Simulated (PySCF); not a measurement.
# H2N2 ((E)-diazene): the cost of one run

The runs use PySCF 2.14.0, with density-fitted response routines of our own; the level of theory stands in each step. All values are computed, except where a source is named. Atoms are numbered from 0 throughout.

## (1) The molecule as given

4 atoms, charge 0, multiplicity 1; geometry from: MMFF94s. The atoms were then displaced at random by about 0.03 Å, so the start is not that level's minimum.

Bonds of the start (Å): H0–N1 1.00, N1–N2 1.21, N2–H3 1.18.

## (2) Geometry optimisation at PBE0-D3(BJ)/def2-SVP

The job: settings as JSON, then the geometry in Å.

```
{"job": {"xc": "PBE0", "basis": "def2-SVP", "d3": "d3bj", "grid": 1, "shake": 0.03, "kind": "geom"}, "charge": 0, "multiplicity": 1}
H     -1.321030    -0.246290     0.032920
N     -0.519000     0.352930     0.029430
N      0.441360    -0.373460    -0.061850
H      1.481950     0.176390    -0.030960
```

Command:

```
$ OMP_NUM_THREADS=1 python probes_run.py task.json out
```

The driver reads the jobs from task.json and runs them one after another.

**Question.** How long does this first job take on 1 thread of Arm Neoverse V1, shared host, and how much memory does it need?

About 2.2 s, with a peak of 0.24 GiB.
